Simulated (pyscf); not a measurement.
PySCF, gas phase, ωB97X-D3(BJ)/def2-SVP geometries.

silylene (SiH₂) [singlet] + ethylene (H₂C=CH₂) → H₃C–CH=SiH₂
Surface: singlet. Broken: C–H. Formed: C–Si, C–H. Give ΔE‡ and ΔE from r²SCAN/def2-TZVP, relative to the separated reactants.

ΔE‡ = 0.35 eV, ΔE = -1.91 eV. CCSD(T)/def2-TZVPP + ΔMP2(QZVPP) gives 0.89 eV and -1.62 eV. Zero-point energy shifts the barrier by +0.05 eV. It is an addition across a multiple bond or ene-type step, with an imaginary mode of 1190i cm⁻¹. On the reactant side the descent ends in a bound adduct (not fully relaxed), 0.73 eV under the separated species and 1.61 eV under the saddle at ωB97X-D3(BJ)/def2-TZVP. H₃C–CH=SiH₂ lies 0.83 eV over its isomer H₂C=CH–SiH₃, and others may lie lower still (electronic energy, ωB97M-D3(BJ)). This is the saddle that the search found; another between the same sides may lie lower. One closed-shell reference is unstable to symmetry breaking; treat the single-reference values with care. The CCSD(T) − MP2 part came from Ansatz, without density fitting, on the same reference. The largest closed-shell T1 diagnostic is 0.043, which may signal static correlation.
